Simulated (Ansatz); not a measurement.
Which method gave which barrier?

Saddle point of CH$_{7}$NSi, singlet (CH₃N ([CH2][NH]) + SiH₄ → CH₇NSi ([CH3][NH][SiH3]); bonds formed: Si1–N6, H2–C7; bonds broken: Si1–H2), PBE0-D4/def2-TZVP structure:

```xyz
10
angstrom
Si -0.2022 -1.0931 -0.3087
H -0.0988 0.2818 -1.4024
H 0.8635 -1.7624 -1.1255
H -0.2314 -2.1101 0.8319
H -1.6356 -1.0715 -0.7139
N -0.0100 0.3147 0.8369
C 0.4327 1.3579 0.1865
H -0.5332 0.4396 1.6912
H 1.2584 1.2785 -0.5006
H 0.1567 2.3646 0.5045
```

Program: Ansatz 0.2.0. Basis: def2-TZVPP, with def2-QZVPP for the basis limit. Cores are frozen in the correlated methods. B3LYP uses VWN-RPA correlation. Extrapolation: Hartree–Fock as exp(−7.88 √X), correlation as X^−2.97. Four methods, as single points on the PBE0-D4 structures, gave these electronic barriers from the start structure: 1.927, 2.041, 2.248, 2.674 eV.

**Question.** The methods were, in alphabetical order, B3LYP-D4, BLYP-D4, HF, MP2. Which gave which? (A judgement: the text doesn't fix the answer.)

**Answer.** By the calculation: BLYP-D4 1.927; B3LYP-D4 2.041; MP2 2.248; HF 2.674 eV. For comparison, CCSD(T) at an estimated basis limit (MP2 extrapolated from triple and quadruple zeta, plus CCSD(T) − MP2 in triple zeta) gives 2.151 eV.

No T1 diagnostic of these runs exceeds 0.024.

Labels in which every atom is bracketed show which atoms are joined, not bond orders.

For scale, one of the runs: CCSD(T)/def2-TZVPP, 202 basis functions, launched by `ansatz run in.yaml --threads 2 --pin off --events-out ev --progress --plain --max-ram 4352MiB`. Hardware: 2 CPU threads of an Arm Neoverse V2, shared host. Wall time 51 s; peak host memory 2.5 GiB.
